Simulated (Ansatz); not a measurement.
Two shapes of singlet C2H6.

Shape 1:

```xyz
8

C     0.0095   -0.0221   -0.8034
C     0.0330   -0.0221    0.7899
H    -0.0065   -0.9748   -1.1584
H    -0.8928    0.5155   -1.1156
H     0.8813    0.5612   -1.1719
H    -0.0147    1.0278    1.2128
H    -0.9313   -0.5094    1.1877
H     0.8981   -0.5601    1.1574
```

Shape 2:

```xyz
8

C     0.0000    0.0000   -0.8203
C     0.0000    0.0000    0.8203
H     0.0000   -1.1059   -1.2583
H    -0.9577    0.5529   -1.2583
H     0.9577    0.5529   -1.2583
H     0.0000    1.1059    1.2583
H    -0.9577   -0.5529    1.2583
H     0.9577   -0.5529    1.2583
```

Basis set: 6-31G* (spherical functions). Correlated methods keep 2 orbitals frozen. Charge 0, multiplicity 1.

Computed with Ansatz (development build ahead of 0.2.0); each method stands on the lowest determinant of its kind that the runs found.

(1) Which shape is lower in energy, and by how much in each method?

## Answers

(1)

| method | E(2) − E(1) (eV) |
| --- | --- |
| RHF | 0.883 |
| RHF-MP2 | 0.711 |

Shape 1 is lower. Caution: no unrestricted run beside it, a lower state can exist.
